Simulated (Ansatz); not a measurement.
This Ansatz (a first-principles code) input (B3LYP/def2-QZVPP) gives -99.89542 Eh with 57 basis functions. A basis named .json is the Basis Set Exchange file of that set (core-valence sets with the plain set on hydrogen).

Ansatz 0.2 input:
```yaml
crystal:
  periodic: [false, false, false]
  atoms:
    - {symbol: F, position_ang: [0.00000000, 0.00000000, 0.00000000]}
basis:
  gaussian:
    orbitals: def2-QZVPP.json
hamiltonian:
  xc: {name: B3LYP}
total_charge: -1
scf: {lower_state_search: full}
magnetization: {spin_polarized: false}
```

Change:
```diff
- orbitals: def2-QZVPP.json
+ orbitals: pcseg-3.json
```

Question: What does the run give now?

Answer: -99.90299 Eh (B3LYP/pcseg-3, 60 functions), a change of -7.57 mEh.
